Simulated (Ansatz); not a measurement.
Cuprite Ag2O was calculated with PBE (Ansatz, a first-principles code, plane waves, PAW).

Run with plane-wave cutoff 520 eV, 8×8×8 k mesh, Fermi–Dirac smearing 0.01 eV, no spin polarisation, scalar-relativistic PAW data made under PBE.

Computed points:

```tsv
V (Å³/atom)	E − E_lowest (meV/atom)
17.455	16.74
17.826	7.15
18.198	1.73
18.569	0.00
18.940	1.53
19.312	5.95
19.683	12.90
```

Task: What bulk modulus B0 and pressure derivative B′ does a third-order Birch–Murnaghan fit give?

Result: V0 = 18.572 Å³/atom, B0 = 70.2 GPa, B′ = 5.2 (fit to the energies at full precision).

Measured, for comparison: equilibrium volume per atom 17.81 Å³/atom (15 K, zero-point motion not removed; as tabulated in Gupta et al. (2014), arXiv:1311.4701). Computed (rounded) less measured: equilibrium volume per atom +4.3 %.

Note: the gap of the solid is closed in this run; this level leaves the solid without a gap, although one is measured.

Computed values are for the static lattice.

The result took around 90 core-seconds (rough).
